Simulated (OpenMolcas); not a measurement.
**[NO3]− (nitrate) at 6 levels**

Wanted: a comparison of 6 runs (HF/aug-cc-pVDZ, B3LYP/6-31G*, B2PLYP/aug-cc-pVDZ, M06-2X/aug-cc-pVDZ, r2SCAN/aug-cc-pVDZ, revPBE/aug-cc-pVDZ) of [NO3]− (nitrate). 

The results are computed with OpenMolcas 26.06.

### Step 1. The structure to begin with

The species is [NO3]− (4 atoms), meant as a singlet with charge -1. SMILES: `O=[N+]([O-])[O-]`. The coordinates come from a PBE0-D4/def2-TZVPD relaxation.

Bond lengths: O1–N2 1.247 Å, N2–O3 1.247 Å, N2–O4 1.247 Å. Angles: O1–N2–O3 120.0°, O1–N2–O4 120.0°, O3–N2–O4 120.0°.

### Step 2. Energy and gradient at HF/aug-cc-pVDZ (run 1)

Input file mol.inp:

```
* NO3 Hartree-Fock

&GATEWAY
 BasLib=$CurrDir
 Coord
 4
 angstrom
 O        0.296520       0.524040       1.091530
 N        0.000000       0.000000       0.000000
 O        0.470440      -1.113360      -0.305120
 O       -0.766950       0.589330      -0.786420
 Basis=aug-cc-pVDZ
 Group=NoSym

&SEWARD

&SCF
 Charge=-1
 Thresholds=1e-10 1e-07 1e-07 1e-05
 PrOrbitals=1 2

&ALASKA
```

The basis set aug-cc-pVDZ is read from a file made from the Basis Set Exchange's data (not shown).

Command:

```
export MOLCAS_MEM=1860
pymolcas mol.inp > mol.log
```

The program printed:

```text
--- Start Module: gateway ---
[...]
--- Stop Module: gateway /rc=_RC_ALL_IS_WELL_ ---
[...]
      Basis functions           92
[...]
--- Start Module: scf ---
[...]
       Convergence after  17 Iterations
[...]
::    Total SCF energy                               -278.9757414240
[...]
      Total spin, S                                     0.0000000000
[...]
      Total electronic charge=   32.000000
      Total            charge=   -1.000000
[...]
      Dipole Moment (debye):
      Origin of the operator (angstrom)=    0.0000    0.0000   -0.0000
                   X= -9.4505E-06               Y= -3.0506E-06               Z=  9.9281E-06           Total=  1.4042E-05
      Center of Charge (angstrom)
[...]
--- Stop Module: scf /rc=_RC_ALL_IS_WELL_ ---
[...]
--- Start Module: alaska ---
[...]
 *              Molecular gradients               *
 **************************************************
  Irreducible representation: a
 ------------------------------------------------------------------------------------------
                              X                       Y                       Z
 ------------------------------------------------------------------------------------------
  O1                8.40465435566173E-03    1.48554822487652E-02    3.09377907477408E-02
  N2               -2.51354720931158E-06   -2.31853390357940E-06    2.75424301540211E-06
  O3                1.33350195844093E-02   -3.15577500879201E-02   -8.65033305676377E-03
  O4               -2.17371603928775E-02    1.67045863730166E-02   -2.22902119339885E-02
 ------------------------------------------------------------------------------------------
--- Stop Module: alaska /rc=_RC_ALL_IS_WELL_ ---
[...]
```

Wall time 10 s (1 thread of Arm Neoverse V1, shared host); peak memory 0.51 GiB.

### Step 3. Energy and gradient at B3LYP/6-31G(d) (spherical functions) (run 2)

Input file calc.input:

```
>>> EXPORT MOLCAS_PRINT=2

&GATEWAY
  BasLib = $CurrDir
  Coord
  4
  angstrom
  O        0.296520       0.524040       1.091530
  N        0.000000       0.000000       0.000000
  O        0.470440      -1.113360      -0.305120
  O       -0.766950       0.589330      -0.786420
  Basis = 6-31Gs
  Group = NoSym

&SEWARD
  GridInput
  Grid=UltraFine
  End of Grid

&SCF
  Charge = -1
  KSDFT = B3LYP
  Thresholds = 1e-10 1e-07 1e-07 1e-05
  PrOrbitals = 0

&ALASKA
```

The basis set 6-31G* is read from a file made from the Basis Set Exchange's data (not shown).

Command:

```
export MOLCAS_MEM=1860
pymolcas calc.input > calc.log
```

The program printed:

```text
--- Start Module: gateway ---
[...]
--- Stop Module: gateway /rc=_RC_ALL_IS_WELL_ ---
[...]
      Basis functions           56
[...]
--- Start Module: scf ---
[...]
       Convergence after  16 Iterations
[...]
::    Total KS-DFT energy                            -280.3284551878
[...]
      Total spin, S                                     0.0000000000
[...]
      Total electronic charge=   32.000000
      Total            charge=   -1.000000
[...]
      Dipole Moment (debye):
      Origin of the operator (angstrom)=    0.0000    0.0000   -0.0000
                   X= -8.3572E-06               Y= -6.2509E-06               Z=  1.0674E-05           Total=  1.4928E-05
      Center of Charge (angstrom)
[...]
--- Stop Module: scf /rc=_RC_ALL_IS_WELL_ ---
[...]
--- Start Module: alaska ---
[...]
 *              Molecular gradients               *
 **************************************************
  Irreducible representation: a
 ------------------------------------------------------------------------------------------
                              X                       Y                       Z
 ------------------------------------------------------------------------------------------
  O1               -5.86950048823098E-03   -1.03712009823589E-02   -2.16069550234153E-02
  N2               -2.73232045940314E-06    3.82239160409898E-07    2.42900469279017E-06
  O3               -9.31110925195711E-03    2.20377742394753E-02    6.03829714128512E-03
  O4                1.51833420606682E-02   -1.16669554961479E-02    1.55662288773843E-02
 ------------------------------------------------------------------------------------------
--- Stop Module: alaska /rc=_RC_ALL_IS_WELL_ ---
[...]
```

Run time: 13 s. Hardware: 1 thread of Arm Neoverse V1, shared host; peak memory 0.39 GiB.

Runs 3 to 4 aren't shown in full; the table further down has their settings and results.

### Step 4. Energy and forces at r2SCAN/aug-cc-pVDZ (run 5)

Input file mol.input:

```
* NO3 Kohn-Sham DFT

&GATEWAY
 BasLib=$CurrDir
 Coord
 4
 angstrom
 O        0.296520       0.524040       1.091530
 N        0.000000       0.000000       0.000000
 O        0.470440      -1.113360      -0.305120
 O       -0.766950       0.589330      -0.786420
 Basis=aug-cc-pVDZ
 Group=NoSym

&SEWARD
 GridInput
 Grid=UltraFine
 End of Grid

&SCF
 Charge=-1
 KSDFT=2
 1.0 MGGA_X_R2SCAN
 1.0 MGGA_C_R2SCAN
 Thresholds=1e-10 1e-07 1e-07 1e-05
 PrOrbitals=1 1

&ALASKA
```

The basis set aug-cc-pVDZ is read from a file made from the Basis Set Exchange's data (not shown).

Command:

```
export MOLCAS_MEM=1860
pymolcas mol.input > mol.log
```

The program printed:

```text
--- Start Module: gateway ---
[...]
--- Stop Module: gateway /rc=_RC_ALL_IS_WELL_ ---
[...]
      Basis functions           92
[...]
--- Start Module: scf ---
[...]
       Convergence after  18 Iterations
[...]
::    Total KS-DFT energy                            -280.2921935139
[...]
      Total spin, S                                     0.0000000000
[...]
      Total electronic charge=   32.000000
      Total            charge=   -1.000000
[...]
      Dipole Moment (debye):
      Origin of the operator (angstrom)=    0.0000    0.0000   -0.0000
                   X= -2.0114E-05               Y=  1.6989E-05               Z= -2.2399E-06           Total=  2.6424E-05
      Center of Charge (angstrom)
[...]
--- Stop Module: scf /rc=_RC_ALL_IS_WELL_ ---
[...]
--- Start Module: alaska ---
[...]
 *              Molecular gradients               *
 **************************************************
  Irreducible representation: a
 ------------------------------------------------------------------------------------------
                              X                       Y                       Z
 ------------------------------------------------------------------------------------------
  O1               -5.43676113839364E-03   -9.62022552598008E-03   -2.00283456289476E-02
  N2               -6.31354428297488E-06    6.93417128097649E-06    2.49577543831953E-06
  O3               -8.63627250655252E-03    2.04290383203851E-02    5.58851343268518E-03
  O4                1.40793471892575E-02   -1.08157469657719E-02    1.44373364208157E-02
 ------------------------------------------------------------------------------------------
--- Stop Module: alaska /rc=_RC_ALL_IS_WELL_ ---
[...]
```

Wall time 43 s (1 thread of Arm Neoverse V1, shared host); peak memory 0.51 GiB.

### Step 5. Energy and forces at revPBE/aug-cc-pVDZ (run 6)

Input file geom.xyz:

```xyz
4

O      0.296520     0.524040     1.091530
N      0.000000     0.000000     0.000000
O      0.470440    -1.113360    -0.305120
O     -0.766950     0.589330    -0.786420
```

Input file job.input:

```
&gateway
baslib=$CurrDir
coord=geom.xyz
basis=aug-cc-pVDZ
group=NoSym
&seward
gridinput
Grid=UltraFine
End of Grid
&scf
charge=-1
ksdft=revPBE
thresholds=1e-10 1e-07 1e-07 1e-05
prorbitals=0
&alaska
```

The basis set aug-cc-pVDZ is read from a file made from the Basis Set Exchange's data (not shown).

Command:

```
export MOLCAS_MEM=1860
pymolcas job.input > job.log
```

The program printed:

```text
--- Start Module: gateway ---
[...]
--- Stop Module: gateway /rc=_RC_ALL_IS_WELL_ ---
[...]
      Basis functions           92
[...]
--- Start Module: scf ---
[...]
       Convergence after  18 Iterations
[...]
::    Total KS-DFT energy                            -280.3578973644
[...]
      Total spin, S                                     0.0000000000
[...]
      Total electronic charge=   32.000000
      Total            charge=   -1.000000
[...]
      Dipole Moment (debye):
      Origin of the operator (angstrom)=    0.0000    0.0000   -0.0000
                   X= -5.8030E-06               Y=  2.5852E-06               Z=  6.4010E-06           Total=  9.0183E-06
      Center of Charge (angstrom)
[...]
--- Stop Module: scf /rc=_RC_ALL_IS_WELL_ ---
[...]
--- Start Module: alaska ---
[...]
 *              Molecular gradients               *
 **************************************************
  Irreducible representation: a
 ------------------------------------------------------------------------------------------
                              X                       Y                       Z
 ------------------------------------------------------------------------------------------
  O1               -1.01341592023871E-02   -1.79096102288545E-02   -3.73071493133263E-02
  N2               -1.87374111234439E-06   -9.17840777325899E-07    1.68011183451623E-06
  O3               -1.60791863430259E-02    3.80532852892941E-02    1.04259424103779E-02
  O4                2.62152192865130E-02   -2.01427572196788E-02    2.68795267911166E-02
 ------------------------------------------------------------------------------------------
--- Stop Module: alaska /rc=_RC_ALL_IS_WELL_ ---
[...]
```

It took 31 s on 1 thread of Arm Neoverse V1, shared host; peak memory 0.51 GiB.

### Step 6. The series

```tsv
run	level	integration grid	task	energy (Eh)	HOMO energy (eV)	LUMO energy (eV)	HOMO–LUMO gap (eV)	wall time
1	HF/aug-cc-pVDZ	–	gradient	-278.975741	-6.14	6.85	12.99	10 s
2	B3LYP/6-31G* (spherical functions)	UltraFine	gradient	-280.328455	0.16	6.23	6.07	13 s
3	B2PLYP/aug-cc-pVDZ	UltraFine	energy	-280.199247	-3.14	5.81	8.95	24 s
4	M06-2X/aug-cc-pVDZ	UltraFine	gradient	-280.310908	-3.11	5.37	8.48	41 s
5	r2SCAN/aug-cc-pVDZ	UltraFine	gradient	-280.292194	0.17	4.21	4.04	43 s
6	revPBE/aug-cc-pVDZ	UltraFine	gradient	-280.357897	0.59	4.11	3.52	31 s
```

### Step 7. Results

| quantity | value |
| --- | --- |
| run 6: total energy | -280.35790 Eh |
| run 6: HOMO energy | 0.59 eV |
| run 6: LUMO energy | 4.11 eV |
| run 6: HOMO–LUMO gap (to an unbound level, set by the basis) | 3.52 eV |
| run 6: largest force on an atom | 2.191 eV/Å |

In words: The HOMO–LUMO gap runs from 3.52 eV (revPBE/aug-cc-pVDZ) to 12.99 eV (HF/aug-cc-pVDZ). Exact exchange widens orbital gaps. The empty levels of an anion lie above zero and hang on the basis. For B2PLYP the log adds the whole second-order term; the table takes 0.27 of it, as the functional is defined. Totals of different functionals can't be ranked against each other. In runs 2, 5, 6 the HOMO lies above zero, so the outermost electron may be held by the basis alone. All runs together took 2.7 min, the longest 43 s.
